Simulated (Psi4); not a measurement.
# C2HNa (SMILES C#[C][Na]) at TPSSh/def2-TZVP (density fitting, sweep point 7)

We compute energy and forces of C2HNa. The job is set up through a Python script.

The results are computed with Psi4 1.11.

7 further runs of the same task are left out: 2 that didn't finish, 5 set aside as unsound or not needed.

## 1. Starting point

C2HNa has 4 atoms, charge 0, and is taken as a singlet. As SMILES, `C#[C][Na]`. Geometry: relaxed at PBE0-D4/def2-TZVP.

Bond lengths: C1–C2 1.222 Å, C2–Na3 2.213 Å, C1–H4 1.067 Å. Angles: C1–C2–Na3 180.0°, C2–C1–H4 180.0°.

## 2. Energy and forces at TPSSh/def2-TZVP (density fitting, sweep point 7)

Input file run.py:

```python
import psi4

psi4.set_memory('1600 MB')
psi4.set_num_threads(1)
psi4.set_output_file('run.log', False)

geom = psi4.geometry("""
C     -0.068600     0.869500    -0.131400
C      0.043900    -0.335200     0.040400
Na     0.247400    -2.516600     0.351600
H     -0.167300     1.921800    -0.281000
symmetry c1
""")

psi4.set_options(dict(basis='def2-TZVP', scf_type='df', damping_percentage=30))

e, wfn = psi4.gradient('tpssh', return_wfn=True)
print('gradient / Eh bohr^-1')
print(e.np.round(6))
print(f'energy = {wfn.energy():.10f} Eh')
for k, v in sorted(psi4.core.scalar_variables().items()):
    print(f'{k:45s} {v:18.10f}')
```

Launch:

```console
$ python run.py
```

run.log:

```text
INFO     [psi4.driver.task_planner:259] PLANNING Atomic:  keywords={'DAMPING_PERCENTAGE': 30.0, 'SCF_TYPE': 'DF', 'function_kwargs': {}}
INFO     [psi4.driver.driver:644] Compute gradient(): method=tpssh, basis=def2-tzvp, molecule=default, nre=47.19338411183221
 [-0.00050699  0.00535386 -0.00075564]
 [-0.00010394  0.0011037  -0.00015657]
 [-0.00003179  0.00022136 -0.00001972]]

    h
    h
    h

    -----------------------------------------------------------------------

    Memory:     1.5 GiB
    Threads:    1
                ecpint, einsums, f̶o̶r̶t̶e̶, gauxc, gcp, g̶d̶m̶a̶, geometric, g̶p̶u̶_̶d̶f̶c̶c̶,
                i̶n̶t̶e̶g̶r̶a̶t̶o̶r̶x̶x̶, i̶p̶i̶, libefp, m̶d̶i̶, m̶p̶2̶d̶, m̶r̶c̶c̶, ooo,
                o̶p̶e̶n̶f̶e̶r̶m̶i̶o̶n̶p̶s̶i̶4̶, pcmsolver, p̶s̶i̶4̶f̶o̶c̶k̶c̶i̶, p̶s̶i̶x̶a̶s̶,
                p̶y̶e̶i̶n̶s̶u̶m̶s̶, r̶e̶s̶p̶, s̶i̶m̶i̶n̶t̶, s̶n̶s̶m̶p̶2̶,
                v̶2̶r̶d̶m̶_̶c̶a̶s̶s̶c̶f̶

gradient() will perform analytic gradient computation.

   => Loading Basis Set <=

    Name: DEF2-TZVP
    Role: ORBITAL
    Keyword: BASIS

         ---------------------------------------------------------
                                   SCF
                              RKS Reference
                        1 Threads,   1525 MiB Core
         ---------------------------------------------------------

  ==> Geometry <==

    Molecular point group: c1
    Full point group: C1

    Geometry (in Angstrom), charge = 0, multiplicity = 1:

       Center              X                  Y                   Z               Mass
    ------------   -----------------  -----------------  -----------------  -----------------
         C           -0.177410865776     1.900960345784    -0.271157088690    12.000000000000
         C           -0.064910865776     0.696260345784    -0.099357088690    12.000000000000
         NA           0.138589134224    -1.485139654216     0.211842911310    22.989769282000
         H           -0.276110865776     2.953260345784    -0.420757088690     1.007825032230

  Running in c1 symmetry.

  Rotational constants: A = 29795144.93602  B =      0.15074  C =      0.15074 [cm^-1]
  Rotational constants: A = 893235973683.66125  B =   4518.93519  C =   4518.93516 [MHz]
  Nuclear repulsion =   47.193384111832209

  Charge       = 0
  Multiplicity = 1
  Electrons    = 24
  Nalpha       = 12
  Nbeta        = 12

  ==> Algorithm <==

  SCF Algorithm Type is DF.
  DIIS enabled.
  MOM disabled.
  Fractional occupation disabled.
  Guess Type is SAD.
  Energy threshold   = 1.00e-08
  Density threshold  = 1.00e-08
  Integral threshold = 1.00e-12

  ==> Primary Basis <==

  Basis Set: DEF2-TZVP
    Blend: DEF2-TZVP
    Number of shells: 38
    Number of basis functions: 100
    Number of Cartesian functions: 113
    Spherical Harmonics?: true
    Max angular momentum: 3

  ==> DFT Potential <==

   => LibXC <=

    Version 7.1.2

   => Composite Functional: TPSSH <=

    TPSSh Hyb-GGA Exchange-Correlation Functional

    Deriv               =              1
    GGA                 =           TRUE
    Meta                =           TRUE

    Exchange Hybrid     =           TRUE
    MP2 Hybrid          =          FALSE

   => Exchange Functionals <=

    0.9000   Tao, Perdew, Staroverov & Scuseria

   => Exact (HF) Exchange <=

    0.1000               HF

   => Correlation Functionals <=

    1.0000   Tao, Perdew, Staroverov & Scuseria

   => LibXC Density Thresholds  <==

    XC_HYB_MGGA_XC_TPSSH:  1.00E-15

   => Molecular Quadrature <=

    Radial Scheme          =       TREUTLER
    Pruning Scheme         =           NONE
    Nuclear Scheme         =       TREUTLER

    Blocking Scheme        =         OCTREE
    BS radius alpha        =              1
    Pruning alpha          =              1
    Radial Points          =             75
    Spherical Points       =            302
    Total Points           =          87526
    Total Blocks           =            740
    Max Points             =            255
    Max Functions          =             98
    Weights Tolerance      =       1.00E-15

   => Loading Basis Set <=

    Name: (DEF2-TZVP AUX)
    Role: JKFIT
    Keyword: DF_BASIS_SCF

  ==> Integral Setup <==

  DFHelper Memory: AOs need 0.023 GiB; user supplied 0.604 GiB.
  SCF_SUBTYPE=INCORE selected. In-core MEM_DF algorithm will be used.
  Using in-core AOs.

  ==> MemDFJK: Density-Fitted J/K Matrices <==

    J tasked:                   Yes
    K tasked:                   Yes
    wK tasked:                   No
    Memory [MiB]:               618
    Algorithm:                 Core
    Schwarz Cutoff:           1E-12
    Mask sparsity (%):       1.8600
    Fitting Condition:        1E-10

   => Auxiliary Basis Set <=

  Basis Set: (DEF2-TZVP AUX)
    Blend: DEF2-UNIVERSAL-JKFIT
    Number of shells: 90
    Number of basis functions: 280
    Number of Cartesian functions: 335
    Spherical Harmonics?: true
    Max angular momentum: 4

  Cached 100.0% of DFT collocation blocks in 0.513 [GiB].

  Minimum eigenvalue in the overlap matrix is 4.3279439497E-05.
  Reciprocal condition number of the overlap matrix is 7.1667453826E-06.
    Using symmetric orthogonalization.

  ==> Pre-Iterations <==

  SCF Guess: Superposition of Atomic Densities via on-the-fly atomic UHF (no occupation information).

   -------------------------
    Irrep   Nso     Nmo
   -------------------------
     A        100     100
   -------------------------
    Total     100     100
   -------------------------

  ==> Iterations <==

                           Total Energy        Delta E     RMS |[F,P]|

   @DF-RKS iter SAD:  -238.37119315511171   -2.38371e+02   0.00000e+00
   @DF-RKS iter   1:  -238.70510229116687   -3.33909e-01   7.81473e-03 DIIS/ADIIS
   @DF-RKS iter   2:  -234.76093963469609    3.94416e+00   1.93236e-02 DIIS/ADIIS/DAMP=30%
   @DF-RKS iter   3:  -235.48622611708660   -7.25286e-01   2.47886e-03 DIIS/ADIIS/DAMP=30%
   @DF-RKS iter   4:  -238.01506467849714   -2.52884e+00   4.20829e-03 DIIS/ADIIS/DAMP=30%
   @DF-RKS iter   5:  -238.80161000849262   -7.86545e-01   2.20870e-03 DIIS/ADIIS/DAMP=30%
   @DF-RKS iter   6:  -238.81456730682666   -1.29573e-02   8.82690e-04 DIIS/ADIIS/DAMP=30%
   @DF-RKS iter   7:  -238.93582386683690   -1.21257e-01   4.60092e-04 DIIS/ADIIS/DAMP=30%
   @DF-RKS iter   8:  -239.01176472894440   -7.59409e-02   2.91485e-04 DIIS/ADIIS/DAMP=30%
   @DF-RKS iter   9:  -239.03653223551876   -2.47675e-02   2.03289e-04 DIIS/ADIIS/DAMP=30%
   @DF-RKS iter  10:  -239.04316548510644   -6.63325e-03   1.05771e-04 DIIS/ADIIS/DAMP=30%
   @DF-RKS iter  11:  -239.05762230363666   -1.44568e-02   8.55384e-05 DIIS/DAMP=30%
   @DF-RKS iter  12:  -239.05832522667362   -7.02923e-04   5.49583e-05 DIIS/DAMP=30%
   @DF-RKS iter  13:  -239.06284202046791   -4.51679e-03   1.93287e-05 DIIS/DAMP=30%
   @DF-RKS iter  14:  -239.06325055757881   -4.08537e-04   1.41042e-05 DIIS/DAMP=30%
   @DF-RKS iter  15:  -239.06406002507117   -8.09467e-04   6.95252e-06 DIIS/DAMP=30%
   @DF-RKS iter  16:  -239.06425073484994   -1.90710e-04   2.65815e-06 DIIS/DAMP=30%
   @DF-RKS iter  17:  -239.06458885744831   -3.38123e-04   2.30995e-06 DIIS/DAMP=30%
   @DF-RKS iter  18:  -239.06470190065559   -1.13043e-04   1.91090e-06 DIIS/DAMP=30%
   @DF-RKS iter  19:  -239.06458866199657    1.13239e-04   5.91969e-07 DIIS/DAMP=30%
   @DF-RKS iter  20:  -239.06476802756430   -1.79366e-04   4.39797e-07 DIIS/DAMP=30%
   @DF-RKS iter  21:  -239.06477790880248   -9.88124e-06   3.19397e-07 DIIS/DAMP=30%
   @DF-RKS iter  22:  -239.06478550545711   -7.59665e-06   2.17765e-07 DIIS/DAMP=30%
   @DF-RKS iter  23:  -239.06478885779484   -3.35234e-06   1.56780e-07 DIIS/DAMP=30%
   @DF-RKS iter  24:  -239.06479402959386   -5.17180e-06   8.30218e-08 DIIS/DAMP=30%
   @DF-RKS iter  25:  -239.06479157978373    2.44981e-06   6.03287e-08 DIIS/DAMP=30%
   @DF-RKS iter  26:  -239.06479198481014   -4.05026e-07   3.45619e-08 DIIS/DAMP=30%
   @DF-RKS iter  27:  -239.06479055339392    1.43142e-06   2.18472e-08 DIIS/DAMP=30%
   @DF-RKS iter  28:  -239.06478935917241    1.19422e-06   1.73507e-08 DIIS/DAMP=30%
   @DF-RKS iter  29:  -239.06479055119021   -1.19202e-06   2.58789e-09 DIIS/DAMP=30%
   @DF-RKS iter  30:  -239.06478867814809    1.87304e-06   2.28089e-09 DIIS/DAMP=30%
   @DF-RKS iter  31:  -239.06478840569540    2.72453e-07   2.01366e-09 DIIS/DAMP=30%
   @DF-RKS iter  32:  -239.06478845586631   -5.01709e-08   1.28494e-09 DIIS/DAMP=30%
   @DF-RKS iter  33:  -239.06478840304129    5.28250e-08   9.18451e-10 DIIS/DAMP=30%
   @DF-RKS iter  34:  -239.06478835833622    4.47051e-08   6.18947e-10 DIIS/DAMP=30%
   @DF-RKS iter  35:  -239.06478835268885    5.64737e-09   3.31253e-10 DIIS/DAMP=30%
  Energy and wave function converged.

  ==> Post-Iterations <==

   Electrons on quadrature grid:
      Ntotal   =   23.9999998887 ; deviation = -1.113e-07

    Orbital Energies [Eh]
    ---------------------

    Doubly Occupied:

       1A    -38.383341     2A    -10.023841     3A    -10.014216
       4A     -2.191715     5A     -1.118356     6A     -1.118356
       7A     -1.114378     8A     -0.632593     9A     -0.444901
      10A     -0.229850    11A     -0.190326    12A     -0.190326

    Virtual:

      13A     -0.060765    14A      0.003991    15A      0.003991
      16A      0.034135    17A      0.047430    18A      0.089197
      19A      0.089197    20A      0.121010    21A      0.154814
      22A      0.154814    23A      0.170246    24A      0.196503
      25A      0.196503    26A      0.235483    27A      0.241539
      28A      0.241539    29A      0.263018    30A      0.338559
      31A      0.338559    32A      0.399283    33A      0.414153
      34A      0.446874    35A      0.446875    36A      0.452290
      37A      0.671583    38A      0.671585    39A      0.687985
      40A      0.824726    41A      0.850180    42A      0.850180
      43A      0.973923    44A      0.973927    45A      0.987005
      46A      0.987005    47A      1.017320    48A      1.017321
      49A      1.024289    50A      1.095686    51A      1.137251
      52A      1.137251    53A      1.209655    54A      1.354610
      55A      1.354610    56A      1.474620    57A      1.545009
      58A      1.545010    59A      1.640836    60A      1.705873
      61A      1.705873    62A      1.913983    63A      2.069481
      64A      2.205255    65A      2.296990    66A      2.296992
      67A      2.578393    68A      2.578413    69A      2.638797
      70A      2.638797    71A      2.731123    72A      2.763623
      73A      2.763623    74A      2.966291    75A      3.043754
      76A      3.043754    77A      3.085048    78A      3.085129
      79A      3.181933    80A      3.182161    81A      3.200229
      82A      3.200229    83A      3.369891    84A      3.706713
      85A      3.706737    86A      3.852347    87A      3.852347
      88A      4.050314    89A      4.462412    90A      4.718026
      91A      4.718026    92A      4.839229    93A      5.393304
      94A      5.654810    95A      5.654810    96A      5.703239
      97A      5.703239    98A      5.807131    99A     22.009972
     100A     22.694076

    Final Occupation by Irrep:
              A
    DOCC [    12 ]
    NA   [    12 ]
    NB   [    12 ]

  @DF-RKS Final Energy:  -239.06478835268885

   => Energetics <=

    Nuclear Repulsion Energy =             47.1933841118322093
    One-Electron Energy =                -425.3564578566544583
    Two-Electron Energy =                 162.2784553856614309
    DFT Exchange-Correlation Energy =     -23.1801699935280183
    Empirical Dispersion Energy =           0.0000000000000000
    VV10 Nonlocal Energy =                  0.0000000000000000
    Total Energy =                       -239.0647883526888506

Computation Completed

Properties will be evaluated at   0.000000,   0.000000,   0.000000 [a0]

Properties computed using the SCF density matrix

 Multipole Moments:

 ------------------------------------------------------------------------------------
     Multipole            Electronic (a.u.)      Nuclear  (a.u.)        Total (a.u.)
 ------------------------------------------------------------------------------------

 L = 1.  Multiply by 2.5417464519 to convert [e a0] to [Debye]
 Dipole X            :          0.6603889           -0.3884536            0.2719353
 Dipole Y            :         -7.0753999            4.1574887           -2.9179111
 Dipole Z            :          1.0091113           -0.5925617            0.4165496
 Magnitude           :                                                    2.9600114

 ------------------------------------------------------------------------------------

	total time  =         18 seconds =       0.30 minutes

         ------------------------------------------------------------
                                   SCF GRAD
         ------------------------------------------------------------

  ==> Geometry <==

    Molecular point group: c1
    Full point group: C1

    Geometry (in Angstrom), charge = 0, multiplicity = 1:

       Center              X                  Y                   Z               Mass
    ------------   -----------------  -----------------  -----------------  -----------------
         C           -0.177410865776     1.900960345784    -0.271157088690    12.000000000000
         C           -0.064910865776     0.696260345784    -0.099357088690    12.000000000000
         NA           0.138589134224    -1.485139654216     0.211842911310    22.989769282000
         H           -0.276110865776     2.953260345784    -0.420757088690     1.007825032230

  Nuclear repulsion =   47.193384111832209

  ==> Basis Set <==

  Basis Set: DEF2-TZVP
    Blend: DEF2-TZVP
    Number of shells: 38
    Number of basis functions: 100
    Number of Cartesian functions: 113
    Spherical Harmonics?: true
    Max angular momentum: 3

  ==> DFJKGrad: Density-Fitted SCF Gradients <==

    Gradient:                    1
    J tasked:                  Yes
    K tasked:                  Yes
    wK tasked:                  No
    Integrals threads:           1
    Memory [MiB]:             1144
    Schwarz Cutoff:          1E-12
    Fitting Condition:       1E-10

   => Auxiliary Basis Set <=

  Basis Set: (DEF2-TZVP AUX)
    Blend: DEF2-UNIVERSAL-JKFIT
    Number of shells: 90
    Number of basis functions: 280
    Number of Cartesian functions: 335
    Spherical Harmonics?: true
    Max angular momentum: 4

  ==> DFT Potential <==

   => LibXC <=

    Version 7.1.2

   => Composite Functional: TPSSH <=

    TPSSh Hyb-GGA Exchange-Correlation Functional

    Deriv               =              1
    GGA                 =           TRUE
    Meta                =           TRUE

    Exchange Hybrid     =           TRUE
    MP2 Hybrid          =          FALSE

   => Exchange Functionals <=

    0.9000   Tao, Perdew, Staroverov & Scuseria

   => Exact (HF) Exchange <=

    0.1000               HF

   => Correlation Functionals <=

    1.0000   Tao, Perdew, Staroverov & Scuseria

   => LibXC Density Thresholds  <==

    XC_HYB_MGGA_XC_TPSSH:  1.00E-15

   => Molecular Quadrature <=

    Radial Scheme          =       TREUTLER
    Pruning Scheme         =           NONE
    Nuclear Scheme         =       TREUTLER

    Blocking Scheme        =         OCTREE
    BS radius alpha        =              1
    Pruning alpha          =              1
    Radial Points          =             75
    Spherical Points       =            302
    Total Points           =          87526
    Total Blocks           =            740
    Max Points             =            255
    Max Functions          =             98
    Weights Tolerance      =       1.00E-15

  -Total Gradient:
     Atom            X                  Y                   Z
    ------   -----------------  -----------------  -----------------
       1        0.000643265619    -0.006685045931     0.000932833606
       2       -0.000506993802     0.005353860415    -0.000755644957
       3       -0.000103936348     0.001103697207    -0.000156571488
       4       -0.000031791639     0.000221356757    -0.000019718964

	total time  =          1 seconds =       0.02 minutes
```

The script printed:

```text
gradient / Eh bohr^-1
[[ 6.430e-04 -6.685e-03  9.330e-04]
 [-5.070e-04  5.354e-03 -7.560e-04]
 [-1.040e-04  1.104e-03 -1.570e-04]
 [-3.200e-05  2.210e-04 -2.000e-05]]
energy = -239.0647883527 Eh
CURRENT ENERGY                                   -239.0647883527
CURRENT REFERENCE ENERGY                         -239.0647883527
DD SOLVATION ENERGY                                 0.0000000000
DFT FUNCTIONAL TOTAL ENERGY                      -239.0647883527
DFT TOTAL ENERGY                                 -239.0647883527
DFT VV10 ENERGY                                     0.0000000000
DFT XC ENERGY                                     -23.1801699935
GRID ELECTRONS ALPHA                               11.9999999443
GRID ELECTRONS BETA                                11.9999999443
GRID ELECTRONS TOTAL                               23.9999998887
NUCLEAR REPULSION ENERGY                           47.1933841118
ONE-ELECTRON ENERGY                              -425.3564578567
PCM POLARIZATION ENERGY                             0.0000000000
PE ENERGY                                           0.0000000000
SCF ITERATION ENERGY                             -239.0647883527
SCF ITERATIONS                                     35.0000000000
SCF TOTAL ENERGY                                 -239.0647883527
TWO-ELECTRON ENERGY                               162.2784553857
XC GRID RADIAL POINTS                              75.0000000000
XC GRID SPHERICAL POINTS                          302.0000000000
XC GRID TOTAL POINTS                            87526.0000000000
```

Wall time 20 s (1 thread of AMD EPYC 9R45 (Zen 5), shared host); peak memory 0.75 GiB.

## 3. Outcome

Level: TPSSh/def2-TZVP (density fitting, sweep point 7).

| quantity | value |
| --- | --- |
| total energy | -239.06479 Eh |
| dipole moment | 7.52 D |
| HOMO energy | -5.18 eV |
| LUMO energy | -1.65 eV |
| HOMO–LUMO gap | 3.53 eV |
| largest force on an atom | 0.349 eV/Å |

**Reading.** The largest force is 0.35 eV/Å: the shape isn't a stationary point for this species at this level.
